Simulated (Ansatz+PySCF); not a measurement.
The numbers below are computed, except where a source is named.
Input for PySCF 2.14.0:

```python
from pyscf import gto, scf, mp

mol = gto.M(atom="""
F 0.000000 -0.085920 -1.865180
C 0.000000 0.513300 -0.695480
C 0.000000 0.006280 0.515500
H 0.000000 0.657540 1.377560
H 0.000000 -1.091200 0.667610
""", basis='cc-pvtz', charge=0, spin=1)
mf = scf.UHF(mol)
mf.kernel()
pt = mp.MP2(mf, frozen=3).run()
print(mf.e_tot, pt.e_corr, pt.e_tot)
```

The script is written out from the run's settings.

The run gave:

```yaml
Converged: yes
Reference_energy: -176.30603 hartree
Correlation_energy: -0.52697 hartree
Total_energy: -176.83300 hartree
Spin_squared_of_the_determinant: 0.937
```

Caution: the unrestricted determinant is spin contaminated.
